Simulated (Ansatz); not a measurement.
# BNH₄ (singlet): wave-function methods side by side at a displaced geometry (v2), cc-pVDZ

How much of the correlation energy of BNH₄ (singlet) does each wave-function method recover here?

The runs use Ansatz 0.2.0, Gaussian basis; cc-pVDZ, correlated electrons: outside noble gas.

The runs, in order: UHF; CCSD(T) on RHF; BCCD(T) on RHF; CISD; CCSDT(Q) on RHF.

### Step 1. What is computed

The geometry is a PBE0/def2-TZVP stationary point (not a proven minimum) with its atoms shifted at random (size 0.100 Å).

6 atoms, charge 0, spin multiplicity 1.

Atoms are counted from 1 here; the program's logs count them from 0.

Bond lengths: B1–N2 1.383 Å, B1–H3 1.181 Å, B1–H4 1.277 Å, N2–H5 0.979 Å, N2–H6 1.135 Å. Angles: N2–B1–H3 118.5°, N2–B1–H4 118.2°, H3–B1–H4 122.0°, B1–N2–H5 130.6°, B1–N2–H6 121.5°, H5–N2–H6 104.0°.

In the tables R marks a restricted determinant and U an unrestricted one; correlation energies count from the lowest restricted Hartree-Fock solution.

### Step 2. UHF

File in.yaml:

```yaml
crystal:
  periodic: [false, false, false]
  atoms:
    - {symbol: B, position_ang: [0.086207, 0.005717, 0.765667]}
    - {symbol: N, position_ang: [-0.078667, 0.014091, -0.607710]}
    - {symbol: H, position_ang: [-0.002047, 1.028571, 1.349495]}
    - {symbol: H, position_ang: [0.081062, -1.120506, 1.367709]}
    - {symbol: H, position_ang: [-0.021997, 0.748616, -1.251818]}
    - {symbol: H, position_ang: [0.111533, -0.913823, -1.232852]}
basis:
  gaussian: {orbitals: cc-pVDZ}
magnetization: {spin_polarized: true, initial_magnetization: 0}
hamiltonian: {xc: hf}
output: {orbitals: {seedname: orbitals}}
```

Run with:

```bash
> ansatz run in.yaml --threads 1 --pin off --events-out ev --progress --plain --max-ram 2176MiB
```

After this run come: CCSD(T) on RHF; BCCD(T) on RHF; CISD; CCSDT(Q) on RHF.

Q: Predict the results of all the runs planned. Wanted: correlation energy, RCCSDT(Q); RMP2 from RCCSDT(Q); RCCSD from RCCSDT(Q); RCCSD(T) from RCCSDT(Q); T1 diagnostic.

As calculated:

| quantity | value |
| --- | --- |
| correlation energy, RCCSDT(Q) | -8.3149 eV |
| RMP2 from RCCSDT(Q) | +1017.1 meV |
| RCCSD from RCCSDT(Q) | +240.4 meV |
| RCCSD(T) from RCCSDT(Q) | +32.1 meV |
| levels within 1 kcal/mol (43 meV) | RCCSD(T), BCCD(T), RCCSDT |
| T1 diagnostic | 0.015 |

**Reading.** RCCSD(T) misses by +32.1 meV, 0.4 % of the correlation energy. These misses are within one basis and frozen core, not against nature; frozen cores of the runs differ by up to some meV.
